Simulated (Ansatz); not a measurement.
A calculation with Ansatz (development build ahead of 0.2.0).

```yaml
crystal:
  periodic: [false, false, false]
  atoms:
    - { symbol: B, position_ang: [0.0, 0.0, 0.0] }
    - { symbol: C, position_ang: [0.0, 1.3385, 0.7728] }
    - { symbol: Mg, position_ang: [0.0, -1.8823, 1.0868] }
basis:
  gaussian: { orbitals: pcseg-2 }
total_charge: 1
magnetization:
  spin_polarized: true
  initial_magnetization: 2
hamiltonian:
  xc: { name: wB97X }
```

The input is written out in the form of the current development build from the run's settings.

The run gave:

* Converged: yes
* Total energy: -262.49747 hartree
* Spin squared of the determinant: 2.048
* Stability test: minimum

Caution: other spin multiplicities may lie lower.
